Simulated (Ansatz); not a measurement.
Geometry optimisation, RKS revPBE-D4/def2-SVP in Ansatz 0.2.0.

The input (input.yaml):

```yaml
crystal:
  periodic: [false, false, false]
  atoms:
    - { symbol: B, position_ang: [0.056298, -0.186355, 0.002986] }
    - { symbol: H, position_ang: [0.06543, -0.381451, 1.19394] }
    - { symbol: C, position_ang: [1.393629, -0.066389, -0.795917] }
    - { symbol: H, position_ang: [1.63881, -1.118359, -1.089904] }
    - { symbol: H, position_ang: [1.304502, 0.495403, -1.746665] }
    - { symbol: H, position_ang: [2.258539, 0.304097, -0.211686] }
    - { symbol: H, position_ang: [-1.026392, -0.211582, -0.552505] }
    - { symbol: Cl, position_ang: [-0.093181, 2.66068, 1.107379] }
    - { symbol: H, position_ang: [0.015166, 1.427156, 1.621271] }
basis:
  gaussian: { orbitals: def2-SVP }
hamiltonian:
  xc: revpbe
  dispersion: d4
relax:
  f_tol: 0.03
  max_steps: 50
```

Launched with:

```bash
$ ansatz run input.yaml --threads 1 --pin off --max-ram 2048MiB --backend cpu --events-out ev --progress --plain --runs-dir out
```

Task: Where does it end, and by what steps?

Result: The run converged. After 6 steps the energy has fallen by 0.032 eV; Cl8 moved furthest, 0.18 Å.

| step | energy less start (eV) | largest force component (eV/Å) | accepted |
| --- | --- | --- | --- |
| 0 | 0.0000 | 0.874 | yes |
| 1 | -0.0163 | 0.373 | yes |
| 2 | -0.0265 | 0.338 | yes |
| 3 | -0.0284 | 0.236 | yes |
| 4 | -0.0305 | 0.051 | yes |
| 5 | -0.0312 | 0.033 | yes |
| 6 | -0.0316 | 0.018 | yes |

```xyz
9
Properties=species:S:1:pos:R:3
B 0.078 -0.117 0.026
H 0.113 -0.362 1.232
C 1.406 -0.055 -0.796
H 1.584 -1.117 -1.101
H 1.331 0.522 -1.739
H 2.302 0.262 -0.227
H -1.020 -0.127 -0.498
Cl -0.136 2.529 0.995
H -0.044 1.390 1.636
```

Time of the run: 15 s on 1 thread of Arm Neoverse V1 (shared host), peak memory 0.13 GiB.
